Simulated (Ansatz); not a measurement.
Run this with the Python package of Ansatz (0.2.0) and show what comes out.

`composite_c2h5cl.py`
```python
'''Relax C2H5Cl cheaply, then refine its energy.'''

import itertools

import ansatz
from ase.data import atomic_numbers, covalent_radii
import numpy as np
from rdkit import Chem
from rdkit.Chem import AllChem

SETTINGS = {
    'basis': 'def2-SVP',
    'functional': 'r2scan',
}

# start geometry from RDKit
rd = Chem.AddHs(Chem.MolFromSmiles('CCCl'))
AllChem.EmbedMolecule(rd, randomSeed=97)
AllChem.UFFOptimizeMolecule(rd)
molecule = ansatz.Crystal.molecule()
for atom, xyz in zip(rd.GetAtoms(), rd.GetConformer().GetPositions()):
    molecule = molecule.atom(atom.GetSymbol(), xyz.round(5).tolist())

base = (
    molecule.calculation()
    .basis(gaussian=SETTINGS['basis'])
    .functional(SETTINGS['functional'])
)
symbols = [site.symbol for site in molecule.cartesian_sites]
start = np.array([site.position_ang for site in molecule.cartesian_sites], dtype=float)
rep = base.relax(force_tolerance=0.01, max_steps=100).run().report
end = np.array(rep['positions_ang'])
# pairs closer than 1.2 times the sum of covalent radii, before or after
radius = [covalent_radii[atomic_numbers[s]] for s in symbols]
span = lambda where, i, j: np.linalg.norm(where[i] - where[j])
bonded = [(i, j) for i, j in itertools.combinations(range(len(symbols)), 2) if min(span(start, i, j), span(end, i, j)) < 1.2 * (radius[i] + radius[j])]
print('pair        before    after (A)')
for i, j in bonded:
    print(f'{symbols[i]}{i}-{symbols[j]}{j}'.ljust(10), f'{span(start, i, j):8.4f} {span(end, i, j):8.4f}')

minimum = ansatz.Crystal.molecule()
for symbol, place in zip(symbols, end):
    minimum = minimum.atom(symbol, place.tolist())
at_minimum = minimum.calculation()
# MP2 extrapolated to the basis limit, plus the small-basis difference CCSD(T) - MP2
level = lambda method, basis: at_minimum.basis(gaussian=basis).correlation(method).run().report
small, large, cluster = level('mp2', 'cc-pVDZ'), level('mp2', 'cc-pVTZ'), level('ccsd_t', 'cc-pVDZ')
corr = lambda each: (each['free_energy_ev'] - each['reference_energy_ev']) / 27.211386246
mp2_limit = (27 * corr(large) - 8 * corr(small)) / 19
pieces = {'HF / cc-pVTZ': large['reference_energy_ev'] / 27.211386246, 'MP2 correlation, DZ-TZ limit': mp2_limit, 'CCSD(T) - MP2 / cc-pVDZ': corr(cluster) - corr(small)}
for name, value in pieces.items():
    print(f'{name:32s} {value:14.6f} Ha')
print(f'{"sum":32s} {sum(pieces.values()):14.6f} Ha')
print('T1 diagnostic', round(cluster['correlation']['coupled_cluster']['t1_diagnostic'], 4))
```

```console
$ python composite_c2h5cl.py
pair        before    after (A)
C0-C1        1.5208   1.5112
C0-H3        1.1103   1.1027
C0-H4        1.1106   1.1001
C0-H5        1.1106   1.1001
C1-Cl2       1.7814   1.8073
C1-H6        1.1104   1.0995
C1-H7        1.1104   1.0995
HF / cc-pVTZ                        -538.198036 Ha
MP2 correlation, DZ-TZ limit          -0.596928 Ha
CCSD(T) - MP2 / cc-pVDZ               -0.054726 Ha
sum                                 -538.849690 Ha
T1 diagnostic 0.0075
```

Total energies depend on the basis set; only differences at equal settings carry meaning. The sum leaves out core correlation, relativity, the Hartree-Fock basis error and zero-point energy; a DZ-TZ extrapolation is rough. Inner cores stay frozen, so this is valence correlation. For Al to Cl the sets with a tight d function, cc-pV(X+d)Z, are usual. An extrapolation from small basis sets is rough. The whole script took 27 s on 1 thread of Arm Neoverse V1, on a shared host, peak memory 0.4 GiB.

(A comment or docstring line of the script was reworded after the run, the code is as it ran.)
